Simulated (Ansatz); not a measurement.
**Atomization energies of 10 species: errors by method**

Ansatz 0.2.0, functionals in def2-QZVPP, HF, MP2 and coupled cluster extrapolated from def2-TZVPP and def2-QZVPP (exp(−7.88 √X), X^−2.97); geometries are PBE0/def2-TZVP minima. Wave-function levels freeze the cores; HF, MP2 and coupled cluster are restricted for singlets and unrestricted otherwise, atoms included (their steps beyond CCSDT(Q) come from restricted open-shell runs), Kohn–Sham unrestricted where that lies lower. The best estimate adds to that CCSD(T) limit the step from CCSD(T) to the highest level run in a smaller set (CCSDT(Q)/cc-pVDZ, CCSDT(Q)/cc-pVTZ, CCSDTQ/cc-pVDZ, full CI/aug-cc-pVDZ, full CI/cc-pVDZ, full CI/cc-pVTZ). It lacks core correlation, which semilocal and hybrid functionals hold and which counts in their errors here, (a few kJ/mol in atomization energies of light atoms) is good to about 1 kcal/mol where the step is under 0.06 eV, as here, and is no measured value. An error is the level's value less this estimate. Energies are electronic, without zero-point terms. No spin–orbit coupling and no scalar relativity. CCSD(T)'s error is that step with its sign reversed, by construction, and steps from double-zeta sets run high. The species are chosen: bound, without strong static correlation by their natural occupations or amplitudes, in their lowest spin state as far as vertical gaps and like structures tell, without the heavier p-block dimers whose ³Σ⁻ and ³Π states nearly coincide, and with a ladder that closes on the reference, so errors are smaller than for species at large; levels whose determinant breaks symmetry or spin markedly are left out.

```tsv
species	quantity	reference	value (kcal/mol)	error CCSD	error CCSD(T)	error PBE	error BLYP	error PBE0	error B3LYP	error wB97M-V
Si–NH2, doublet (N–Si 1.705, N–H 1.010, angles at N 111/124°)	atomization	limit + step to CCSDT(Q)/cc-pVDZ	288.0	-6.6	-0.5	7.4	4.2	-1.1	2.5	2.9
SiH4, singlet (Si–H 1.485, angles at Si 109°)	atomization	limit + step to full CI/cc-pVDZ	325.4	-1.1	-0.1	-11.7	-7.3	-9.7	-1.3	-1.7
PH, triplet Σ⁻ (P–H 1.428)	atomization	limit + step to full CI/aug-cc-pVDZ	73.6	-0.6	-0.1	1.3	3.2	0.5	3.6	2.0
CHAlN, doublet (C–Al 2.161, N–Al 2.007, C–N 1.217, C–H 1.095, angles at C 66/137/157°, angles at Al 34°, angles at N 80°)	atomization	limit + step to CCSDT(Q)/cc-pVDZ	331.8	-12.1	-0.9	19.2	8.0	3.7	2.1	5.3
HAl–OH, doublet (O–Al 1.700, Al–H 1.613, O–H 0.957, angles at O 125°, angles at Al 118°)	atomization	limit + step to CCSDT(Q)/cc-pVDZ	278.6	-5.3	-0.4	-0.6	-3.4	-7.3	-3.9	-3.6
H2B–B, triplet (B–B 1.585, B–H 1.197, angles at B 119/122°)	atomization	limit + step to CCSDTQ/cc-pVDZ	251.5	-3.4	-0.5	13.8	5.6	11.3	7.9	4.4
SiH, doublet Π (Si–H 1.532)	atomization	limit + step to full CI/cc-pVTZ	73.9	-0.4	0.0	-2.0	0.4	-2.4	1.1	0.5
AlCP, singlet (C–Al 1.984, C–P 1.554, angle at C 180°)	atomization	limit + step to CCSDTQ/cc-pVDZ	231.3	-12.1	-0.7	7.3	0.6	-4.4	-4.3	2.3
BH2, doublet (B–H 1.191, angle at B 129°)	atomization	limit + step to full CI/aug-cc-pVDZ	169.3	-0.5	0.0	2.4	2.7	2.9	5.4	1.6
Si–CH2, singlet (C–Si 1.702, C–H 1.090, angles at C 113/123°)	atomization	limit + step to CCSDT(Q)/cc-pVTZ	316.4	-7.2	-0.4	4.6	-1.0	-2.3	-1.3	2.1
```

```
  level  mean absolute error (kcal/mol)  mean signed error  largest error
CCSD(T)                             0.4               -0.4   -0.9 (CHAlN)
wB97M-V                             2.6                1.6    5.3 (CHAlN)
  B3LYP                             3.3                1.2    7.9 (H2B–B)
   BLYP                             3.6                1.3    8.0 (CHAlN)
   PBE0                             4.6               -0.9   11.3 (H2B–B)
   CCSD                             4.9               -4.9   -12.1 (AlCP)
    PBE                             7.0                4.2   19.2 (CHAlN)
```
